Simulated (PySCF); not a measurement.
**Computed properties of dimethyl ether (C₂H₆O), SMILES COC**

dimethyl ether (C2H6O), SMILES COC. The structure is a stationary point at PBE0-D3(BJ)/def2-TZVP. Other conformers were not sampled. All values are computed for the isolated molecule unless a solvent is named; none is compared with measurement here.

**Structure.** The optimised structure has C2v symmetry. All 21 harmonic modes at PBE0-D3(BJ)/def2-TZVP (PySCF) are real, so it is a minimum. With heavy atoms numbered as in [CH3:1][O:2][CH3:3], the shortest bond between them is C1–O2 at 1.399 Å and the longest O2–C3 at 1.399 Å.

**Vibrations.** The strongest infrared lines (harmonic, unscaled, degenerate partners summed) lie at 3028 cm⁻¹ (131 km/mol, H 91 %, C 9 %), 1227 cm⁻¹ (128 km/mol, O 49 %, C 37 %, H 14 %), 2988 cm⁻¹ (60 km/mol, H 97 %). The softest mode is at 214 cm⁻¹ and the zero-point energy is 50.1 kcal/mol.

**Electronic structure.** ωB97X/def2-TZVPD (PySCF) places the frontier levels at -9.93 and 2.03 eV, a gap of 11.96 eV, and gives a dipole moment of 1.28 D and a mean polarisability of 33.3 bohr³. PBE/def2-TZVPD (PySCF) at the same geometry gives -5.89 and -0.20 eV, so its gap is 6.27 eV narrower. An orbital gap is neither the optical nor the fundamental gap.

**Excitations.** TDDFT-M06-2X/def2-SVPD (PySCF) has S1 at 7.40 eV (167 nm, f = 0.029, weak); the most intense of the 10 singlets computed lies at 10.02 eV (f = 0.04). T1 (TDA) is at 7.31 eV. TDDFT-PBE/def2-SVPD (PySCF) puts S1 at 6.05 eV. No vertical singlet excitation falls in the visible range (under 3.1 eV).

**NMR.** GIAO shifts at KT2/pcSseg-1 (PySCF) (non-relativistic, atoms alike by connectivity averaged): ¹³C at 63.1 ppm against TMS; ¹H at 3.3 ppm against TMS.

**Solvation.** SMD-B3LYP/6-31G* (PySCF) gives -0.5 kcal/mol in water, -2.0 kcal/mol in methanol, -1.8 kcal/mol in 2-propanol (1 M in both phases, gas-phase geometry); of these solvents methanol holds the molecule best.
